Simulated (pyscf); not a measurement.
A first-order saddle from PySCF, ωB97X-D3(BJ)/def2-SVP:

```xyz
10

O     -0.1759     1.4975     1.6601
Ta     0.4099     0.1285     0.6126
O      2.1374     0.5654     0.0007
O     -0.4607     0.0205    -1.0833
O      0.8425    -1.4576     1.5818
H      2.9627     0.5095    -0.4818
H     -1.3938    -0.0050    -1.3142
H      0.3455    -1.9634     2.2312
H     -1.1129     0.7200     1.6828
H     -1.4482    -0.2526     1.3038
```
Charge 0, spin multiplicity 1.

Surface: singlet, charge 0. Lowest wavenumbers (cm⁻¹): 1487i, 105, 152, 187, 210.

Task: Name the species on either side of this saddle.

Result: O=Ta(OH)(OH)–OH + hydrogen (H₂) <-> HO–TaH(OH)(OH)–OH, an addition across a multiple bond or ene-type step read from left to right: H–H broken and H–O, H–Ta formed. At ωB97M-D3(BJ)/def2-TZVP it lies +30.9 kcal/mol from the left side and +24.4 kcal/mol from the right (each side as separated species at their lowest minima found). At the saddle there is also a short H–Ta contact that neither side keeps. One saddle was located; it need not be the lowest between these sides. Elements past Kr carry the def2 core potentials, without spin-orbit coupling.
